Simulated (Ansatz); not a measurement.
Results of LDA (Ansatz, an electronic-structure program, PAW) for hcp Tl.

Run with plane-wave cutoff 520 eV, 18×18×10 k mesh (along the axes of the cell as run), Fermi–Dirac smearing 0.05 eV, scalar-relativistic PAW data made under PBE.

Computed at the level's own relaxed cell.

Task: Predict the lattice parameter c, pressure derivative B′ of the bulk modulus and equilibrium lattice constant a.

Result: 
- lattice parameter c = 5.428 Å
- pressure derivative B′ of the bulk modulus = 5.5
- equilibrium lattice constant a = 3.407 Å

The run finds no gap.

Measured, for comparison: lattice parameter c 5.525 Å, lattice constant a 3.457 Å (293 K, no zero-point or thermal correction; as tabulated in Wikipedia's data pages). Computed (rounded) less measured: lattice parameter c -1.8 %, lattice constant a -1.4 %. A static lattice is as a rule a little smaller and stiffer than an uncorrected measurement, which narrows the difference in the lattice parameter c, lattice constant a and would widen misses of the other sign.

Note: the bulk modulus comes from volumes at which shape and atoms were relaxed.

Spin–orbit coupling is not included; it can shift volumes and moduli of such heavy elements.

The computed numbers hold no vibrational or temperature effects.
